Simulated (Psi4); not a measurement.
# CH5FSi (SMILES C[SiH2]F): B3LYP/6-31G(d) (spherical functions)

What is the vertical electron affinity of CH5FSi at B3LYP/6-31G* (spherical functions)? 

Program for the calculation: Psi4 1.11.

2 further runs of the same task are left out: 2 set aside as unsound or not needed.

## Step 1: The molecule

CH5FSi has 8 atoms, charge 0, and is taken as a singlet. As SMILES, `C[SiH2]F`. The shape is that of a PBE0-D4/def2-TZVP optimisation.

Bond lengths: C1–Si2 1.853 Å, Si2–F3 1.604 Å, C1–H4 1.092 Å, C1–H5 1.094 Å, C1–H6 1.092 Å, Si2–H7 1.485 Å, Si2–H8 1.485 Å. Some angles: C1–Si2–F3 109.4°, C1–Si2–H7 111.5°, C1–Si2–H8 111.5°, F3–Si2–H7 107.3°, F3–Si2–H8 107.3°, Si2–C1–H4 111.0°, Si2–C1–H5 110.1°, Si2–C1–H6 111.1°, H7–Si2–H8 109.7°, H4–C1–H5 108.1°.

## Step 2: Energy and forces at B3LYP/6-31G(d) (spherical functions)

File calc.dat:

```
memory 1.6 GB

molecule molecule1 {
  C     -0.521400     0.700300    -0.437000
  Si     0.448400    -0.642000     0.395200
  F      1.946500    -0.649600    -0.178800
  H     -0.562400     0.542500    -1.517100
  H     -1.546700     0.713200    -0.056500
  H     -0.077200     1.680300    -0.248400
  H      0.538700    -0.420800     1.860700
  H     -0.133700    -1.981200     0.126000
  symmetry c1
  no_reorient
  no_com
}

set globals {
  basis                6-31G*
  reference            rks
  puream               true
  e_convergence        1e-09
  d_convergence        1e-08
  scf_type             pk
  dft_radial_points    99
  dft_spherical_points 590
}

energy_value, wavefunction = gradient('b3lyp', return_wfn=True)
print_variables()
```

The run is started by

```console
$ psi4 -n 1 calc.dat calc.out
```

calc.out:

```text
[...]
  Running in c1 symmetry.
[...]
  Nuclear repulsion =  115.959115419017664
[...]
  Multiplicity = 1
[...]
  Nalpha       = 17
  Nbeta        = 17
[...]
    Number of basis functions: 56
[...]
   @RKS iter   1:  -430.29013800353249   -3.59506e-01   1.21381e-02 DIIS/ADIIS
[...]
   @RKS iter  10:  -430.50923126845083   -2.67164e-12   5.16476e-09 DIIS
[...]
    Orbital Energies [Eh]
    ---------------------
    Doubly Occupied:
       1A    -66.147719     2A    -24.668399     3A    -10.168256
       4A     -5.304262     5A     -3.664646     6A     -3.661502
       7A     -3.660909     8A     -1.165757     9A     -0.710465
      10A     -0.535909    11A     -0.444350    12A     -0.437454
      13A     -0.421446    14A     -0.407150    15A     -0.403620
      16A     -0.328700    17A     -0.322408
[...]
  @RKS Final Energy:  -430.50923126845083
   => Energetics <=
    Nuclear Repulsion Energy =            115.9591154190176638
    One-Electron Energy =                -825.6520851348559518
    Two-Electron Energy =                 310.4876687579837267
    DFT Exchange-Correlation Energy =     -31.3039303105962254
    Empirical Dispersion Energy =           0.0000000000000000
    VV10 Nonlocal Energy =                  0.0000000000000000
    Total Energy =                       -430.5092312684508329
[...]
 Multipole Moments:
 ------------------------------------------------------------------------------------
     Multipole            Electronic (a.u.)      Nuclear  (a.u.)        Total (a.u.)
 ------------------------------------------------------------------------------------
 L = 1.  Multiply by 2.5417464519 to convert [e a0] to [Debye]
 Dipole X            :        -36.3108046           35.6901235           -0.6206811
 Dipole Y            :         19.3326359          -19.0835883            0.2490476
 Dipole Z            :         -2.7541936            2.7709054            0.0167118
 Magnitude           :                                                    0.6689910
[...]
  -Total Gradient:
     Atom            X                  Y                   Z
    ------   -----------------  -----------------  -----------------
       1        0.002429633084    -0.001586294990     0.000434628330
       2        0.002820923300     0.004575484175    -0.005182850915
       3       -0.011119032343     0.000001601901     0.004290203881
       4        0.000454704631    -0.000384641941     0.002196893602
       5        0.002485295623    -0.000850176493    -0.000193712465
       6       -0.000338289077    -0.002214330337     0.000133689709
       7        0.001412457672    -0.000236917972    -0.001347675703
       8        0.001809405376     0.000700821810    -0.000318727765
[...]
```

It took 13 s on 1 thread of AMD EPYC 7B13 (Zen 3), shared host; peak memory 0.89 GiB.

## Step 3: The doublet anion, same level

File ch5fsi.xyz:

```xyz
8
CH5FSi
C     -0.521400     0.700300    -0.437000
Si     0.448400    -0.642000     0.395200
F      1.946500    -0.649600    -0.178800
H     -0.562400     0.542500    -1.517100
H     -1.546700     0.713200    -0.056500
H     -0.077200     1.680300    -0.248400
H      0.538700    -0.420800     1.860700
H     -0.133700    -1.981200     0.126000
```

File job.py:

```python
import psi4

psi4.set_memory(1600000000)
psi4.set_num_threads(1)
psi4.core.set_output_file('run.log', False)

with open('ch5fsi.xyz') as f:
    atoms = ''.join(f.readlines()[2:])
molecule = psi4.geometry('-1 2\n' + atoms + 'symmetry c1')

psi4.set_options({
    'basis': '6-31G*',
    'reference': 'uks',
    'puream': True,
    'e_convergence': 1e-09,
    'd_convergence': 1e-08,
    'scf_type': 'pk',
    'dft_radial_points': 99,
    'dft_spherical_points': 590,
    'maxiter': 100,
})

E, wfn = psi4.gradient('B3LYP', molecule=molecule, return_wfn=True)
print('gradient / Eh bohr^-1')
print(E.np.round(6))
print(f'energy = {wfn.energy():.10f} Eh')
for k, v in sorted(psi4.core.scalar_variables().items()):
    print(f'{k:45s} {v:18.10f}')
```

The run is started by

```console
$ python job.py
```

run.log, shortened:

```text
[...]
  Running in c1 symmetry.
[...]
  Nuclear repulsion =  115.959115419017664
[...]
  Multiplicity = 2
[...]
  Nalpha       = 18
  Nbeta        = 17
[...]
    Number of basis functions: 56
[...]
   @UKS iter   1:  -430.08010010671364   -1.49468e-01   1.38960e-02 DIIS/ADIIS
[...]
   @UKS iter  14:  -430.40294989500143   -3.86535e-12   4.29852e-09 DIIS
[...]
   @S^2 Observed:                7.512478408E-01
[...]
  @UKS Final Energy:  -430.40294989500143
   => Energetics <=
    Nuclear Repulsion Energy =            115.9591154190176638
    One-Electron Energy =                -833.3187054682306325
    Two-Electron Energy =                 318.4445857054691373
    DFT Exchange-Correlation Energy =     -31.4879455512575568
    Empirical Dispersion Energy =           0.0000000000000000
    VV10 Nonlocal Energy =                  0.0000000000000000
    Total Energy =                       -430.4029498950014272
[...]
 Multipole Moments:
 ------------------------------------------------------------------------------------
     Multipole            Electronic (a.u.)      Nuclear  (a.u.)        Total (a.u.)
 ------------------------------------------------------------------------------------
 L = 1.  Multiply by 2.5417464519 to convert [e a0] to [Debye]
 Dipole X            :          5.9859827           -5.9361325            0.0498501
 Dipole Y            :         -1.5504937            2.3560107            0.8055169
 Dipole Z            :         -0.9244080            0.1798230           -0.7445850
 Magnitude           :                                                    1.0980662
[...]
  -Total Gradient:
     Atom            X                  Y                   Z
    ------   -----------------  -----------------  -----------------
       1        0.008217706957    -0.008790963714     0.004774548808
       2        0.040509180877     0.030283368713    -0.043049797831
       3       -0.042324675422    -0.008987947074     0.024506294749
       4        0.001587040657    -0.002214889999     0.008832527411
       5       -0.002700255342    -0.003637039911     0.004297315669
       6       -0.001340083767    -0.008936178454     0.001154578763
       7       -0.003525379477    -0.002389482961    -0.004177484509
       8       -0.000468532501     0.004678979995     0.003674226568
[...]
```

Standard output:

```text
gradient / Eh bohr^-1
[[ 0.008218 -0.008791  0.004775]
 [ 0.040509  0.030283 -0.04305 ]
 [-0.042325 -0.008988  0.024506]
 [ 0.001587 -0.002215  0.008833]
 [-0.0027   -0.003637  0.004297]
 [-0.00134  -0.008936  0.001155]
 [-0.003525 -0.002389 -0.004177]
 [-0.000469  0.004679  0.003674]]
energy = -430.4029498950 Eh
CURRENT ENERGY                                   -430.4029498950
CURRENT REFERENCE ENERGY                         -430.4029498950
DD SOLVATION ENERGY                                 0.0000000000
DFT FUNCTIONAL TOTAL ENERGY                      -430.4029498950
DFT TOTAL ENERGY                                 -430.4029498950
DFT VV10 ENERGY                                     0.0000000000
DFT XC ENERGY                                     -31.4879455513
GRID ELECTRONS ALPHA                               18.0000008218
GRID ELECTRONS BETA                                17.0000012052
GRID ELECTRONS TOTAL                               35.0000020270
NUCLEAR REPULSION ENERGY                          115.9591154190
ONE-ELECTRON ENERGY                              -833.3187054682
PCM POLARIZATION ENERGY                             0.0000000000
PE ENERGY                                           0.0000000000
SCF ITERATION ENERGY                             -430.4029498950
SCF ITERATIONS                                     14.0000000000
SCF TOTAL ENERGY                                 -430.4029498950
TWO-ELECTRON ENERGY                               318.4445857055
XC GRID RADIAL POINTS                              99.0000000000
XC GRID SPHERICAL POINTS                          590.0000000000
XC GRID TOTAL POINTS                           445242.0000000000
```

Wall time 25 s (1 thread of AMD EPYC 7B13 (Zen 3), shared host); peak memory 0.89 GiB.

## Step 4: Results

Level: B3LYP/6-31G* (spherical functions).

```
                                         quantity          value
                     singlet CH5FSi: total energy  -430.50923 Eh
                    singlet CH5FSi: dipole moment         1.70 D
                      singlet CH5FSi: HOMO energy       -8.77 eV
                      singlet CH5FSi: LUMO energy        0.79 eV
                    singlet CH5FSi: HOMO–LUMO gap        9.56 eV
         singlet CH5FSi: largest force on an atom     0.613 eV/Å
                      doublet anion: total energy  -430.40295 Eh
doublet anion: HOMO energy (highest over α and β)        5.03 eV
 doublet anion: LUMO energy (lowest over α and β)        6.92 eV
                              doublet anion: ⟨S²⟩          0.751
          doublet anion: largest force on an atom     3.415 eV/Å
vertical electron affinity (to the doublet anion)      -2.892 eV
```

What this shows: The anion lies 2.89 eV (67 kcal/mol) above the neutral: the electron isn't bound at this level, and such a value depends on the basis. Without diffuse functions anions come out too high. The largest force (singlet CH5FSi) is 0.61 eV/Å: the shape isn't a stationary point for this species at this level. The HOMO (doublet anion) lies at positive energy, 5.03 eV; only total energies tell whether the electron is bound.
